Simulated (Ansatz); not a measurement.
Input file:

```yaml
crystal:
  periodic: [false, false, false]
  atoms:
    - {symbol: P, position_ang: [0.000000, 0.000000, 0.000000]}
    - {symbol: H, position_ang: [0.000000, 0.000000, 1.434200]}
basis:
  gaussian: {orbitals: "6-31++G**"}
total_charge: 1
magnetization: {spin_polarized: false, initial_magnetization: 1}
hamiltonian: {pseudopotentials: {relativity: none}}
correlation: {method: fic_nevpt4_sd, electrons: outside_noble_gas, active_space: {window: {electrons: 1, orbitals: 2}}}
```

```sh
$ ansatz run in.yaml --threads 1 --pin off --events-out ev --progress --plain --max-ram 2393MiB
```

Log:

```
253 factors; integrals over basis functions are off by at most 7.3e-4 eV
mean field evaluation 1: about -9276.3851 eV, gradient 5.7e0 eV
mean field evaluation 2: about -9276.3876 eV, gradient 5.7e0 eV
mean field evaluation 4: about -9276.5633 eV, gradient 2.2e-1 eV
mean field evaluation 8: about -9276.5636 eV, gradient 2.0e-6 eV
mean field evaluation 16: about -9276.5636 eV, gradient 5.3e-7 eV
mean field -9276.56361722 eV, -340.9074250521 hartree, gradient 2.0e-6 eV, S^2 0.750000; 2 other end points of the search recorded, 0 dependent functions left out
reference -9276.56361722 eV, -340.9074250521 hartree; 8, 7 occupied and 21, 22 virtual orbitals, 253 factors
state -9276.56361722 eV, -340.9074250521 hartree
state -9276.56361722 eV, -340.9074250521 hartree; corrected -9279.17331997 eV, -341.0033298593 hartree
WARN: 1 active orbitals are nearly empty or full. The corrections depend on them more than the energy does, and are more stable in an active space without them
Total energy: -9279.17331997 eV, -341.0033298593 hartree
```

Ran on 1 thread of AMD EPYC, shared host: 1.3 s wall, 0.15 GiB peak host memory.
